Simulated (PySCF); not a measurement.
Compound: C₅H₆F (charge +1).
Bonds: C1–C2, C2–C3, C3–C4 (double), C4–C5, C5–F6, C2–C4. Hydrogens: H7, H8, H9 on C1; H10 on C3; H11, H12 on C5.

The same species was optimised twice, with GFN2-xTB and with PBE0-D3(BJ)/def2-SVP (PySCF), and the same property calculations (PySCF, gas phase) were run on both structures.

```json
{"coordinate": "C1–C2 (Å)", "GFN2-xTB": "1.428", "PBE0-D3(BJ)/def2-SVP": "1.455", "change": "+0.027"}
{"coordinate": "C2–C4 (Å)", "GFN2-xTB": "1.407", "PBE0-D3(BJ)/def2-SVP": "1.382", "change": "-0.025"}
{"coordinate": "C4–C5 (Å)", "GFN2-xTB": "1.447", "PBE0-D3(BJ)/def2-SVP": "1.469", "change": "+0.022"}
{"coordinate": "C2–C3 (Å)", "GFN2-xTB": "1.383", "PBE0-D3(BJ)/def2-SVP": "1.367", "change": "-0.016"}
{"coordinate": "C3–C4 (Å)", "GFN2-xTB": "1.376", "PBE0-D3(BJ)/def2-SVP": "1.364", "change": "-0.012"}
{"coordinate": "C5–F6 (Å)", "GFN2-xTB": "1.357", "PBE0-D3(BJ)/def2-SVP": "1.346", "change": "-0.011"}
{"coordinate": "C2–C3–C4 (°)", "GFN2-xTB": "61.3", "PBE0-D3(BJ)/def2-SVP": "60.8", "change": "-0.5"}
{"coordinate": "C3–C4–C5 (°)", "GFN2-xTB": "151.9", "PBE0-D3(BJ)/def2-SVP": "151.4", "change": "-0.5"}
{"coordinate": "C3–C2–C4 (°)", "GFN2-xTB": "59.1", "PBE0-D3(BJ)/def2-SVP": "59.5", "change": "+0.4"}
{"coordinate": "C1–C2–C4 (°)", "GFN2-xTB": "149.3", "PBE0-D3(BJ)/def2-SVP": "149.0", "change": "-0.3"}
{"coordinate": "C2–C4–C5 (°)", "GFN2-xTB": "148.6", "PBE0-D3(BJ)/def2-SVP": "148.9", "change": "+0.3"}
{"coordinate": "C4–C5–F6 (°)", "GFN2-xTB": "111.1", "PBE0-D3(BJ)/def2-SVP": "110.9", "change": "-0.2"}
{"coordinate": "C2–C4–C3 (°)", "GFN2-xTB": "59.6", "PBE0-D3(BJ)/def2-SVP": "59.7", "change": "+0.1"}
{"coordinate": "C1–C2–C3 (°)", "GFN2-xTB": "151.6", "PBE0-D3(BJ)/def2-SVP": "151.5", "change": "-0.1"}
{"coordinate": "C3–C4–C5–F6 (°)", "GFN2-xTB": "180", "PBE0-D3(BJ)/def2-SVP": "180", "change": "0"}
```

Rotational constants: A = 6471, B = 2512, C = 1851 MHz (GFN2-xTB) against A = 6437, B = 2512, C = 1848 MHz (PBE0-D3(BJ)/def2-SVP).

On the GFN2-xTB structure: lowest singlet, TDDFT (eV) 6.55 [PBE0/def2-SVPD]; lowest triplet, Tamm–Dancoff (eV) 5.82 [PBE0/def2-SVPD]; isotropic polarisability (au) 51.0 [PBE0/def2-SVPD]; HOMO (eV) -14.87 [PBE0/def2-SVPD]; LUMO (eV) -6.98 [PBE0/def2-SVPD]; HOMO (eV) -14.76 [PBE0/pcSseg-1]; LUMO (eV) -6.96 [PBE0/pcSseg-1]; GIAO shielding of C1 (ppm) 171.6 [PBE0/pcSseg-1]; GIAO shielding of C2 (ppm) -6.7 [PBE0/pcSseg-1]; GIAO shielding of C3 (ppm) 15.2 [PBE0/pcSseg-1]; GIAO shielding of C4 (ppm) -6.6 [PBE0/pcSseg-1]; GIAO shielding of C5 (ppm) 104.8 [PBE0/pcSseg-1]; GIAO shielding of F6 (ppm) 427.2 [PBE0/pcSseg-1].

Problem. What do these properties become on the PBE0-D3(BJ)/def2-SVP structure?

Solution. 
```json
{"property": "lowest singlet, TDDFT (eV)", "level": "PBE0/def2-SVPD", "on GFN2-xTB": "6.55", "on PBE0-D3(BJ)/def2-SVP": "6.62", "change": "+0.07"}
{"property": "lowest triplet, Tamm–Dancoff (eV)", "level": "PBE0/def2-SVPD", "on GFN2-xTB": "5.82", "on PBE0-D3(BJ)/def2-SVP": "6.01", "change": "+0.19"}
{"property": "isotropic polarisability (au)", "level": "PBE0/def2-SVPD", "on GFN2-xTB": "51.0", "on PBE0-D3(BJ)/def2-SVP": "50.8", "change": "-0.2"}
{"property": "HOMO (eV)", "level": "PBE0/def2-SVPD", "on GFN2-xTB": "-14.87", "on PBE0-D3(BJ)/def2-SVP": "-14.94", "change": "-0.07"}
{"property": "LUMO (eV)", "level": "PBE0/def2-SVPD", "on GFN2-xTB": "-6.98", "on PBE0-D3(BJ)/def2-SVP": "-6.91", "change": "+0.07"}
{"property": "energy, GFN2-xTB geometry as zero (kcal/mol)", "level": "PBE0/def2-SVPD", "on GFN2-xTB": "0.0", "on PBE0-D3(BJ)/def2-SVP": "-1.5", "change": "-1.5"}
{"property": "HOMO (eV)", "level": "PBE0/pcSseg-1", "on GFN2-xTB": "-14.76", "on PBE0-D3(BJ)/def2-SVP": "-14.84", "change": "-0.08"}
{"property": "LUMO (eV)", "level": "PBE0/pcSseg-1", "on GFN2-xTB": "-6.96", "on PBE0-D3(BJ)/def2-SVP": "-6.89", "change": "+0.07"}
{"property": "energy, GFN2-xTB geometry as zero (kcal/mol)", "level": "PBE0/pcSseg-1", "on GFN2-xTB": "0.0", "on PBE0-D3(BJ)/def2-SVP": "-1.5", "change": "-1.5"}
{"property": "GIAO shielding of C1 (ppm)", "level": "PBE0/pcSseg-1", "on GFN2-xTB": "171.6", "on PBE0-D3(BJ)/def2-SVP": "169.2", "change": "-2.4"}
{"property": "GIAO shielding of C2 (ppm)", "level": "PBE0/pcSseg-1", "on GFN2-xTB": "-6.7", "on PBE0-D3(BJ)/def2-SVP": "-3.8", "change": "+2.9"}
{"property": "GIAO shielding of C3 (ppm)", "level": "PBE0/pcSseg-1", "on GFN2-xTB": "15.2", "on PBE0-D3(BJ)/def2-SVP": "15.5", "change": "+0.3"}
{"property": "GIAO shielding of C4 (ppm)", "level": "PBE0/pcSseg-1", "on GFN2-xTB": "-6.6", "on PBE0-D3(BJ)/def2-SVP": "-5.4", "change": "+1.2"}
{"property": "GIAO shielding of C5 (ppm)", "level": "PBE0/pcSseg-1", "on GFN2-xTB": "104.8", "on PBE0-D3(BJ)/def2-SVP": "104.7", "change": "-0.1"}
{"property": "GIAO shielding of F6 (ppm)", "level": "PBE0/pcSseg-1", "on GFN2-xTB": "427.2", "on PBE0-D3(BJ)/def2-SVP": "430.0", "change": "+2.8"}
```

The heavy atoms differ by 0.011 Å rms after alignment. Among the bonds compared C1–C2 changes most (+0.027 Å). Changes are differences of the printed values. Neither structure is proved a minimum here. Geometry: PBE0-D3(BJ)/def2-SVP, one conformer, isolated ion.

Conformer computed: `[CH3:1][c+:2]1[cH:3][c:4]1[CH2:5][F:6]`: C3–C4–C5–F6 180°.
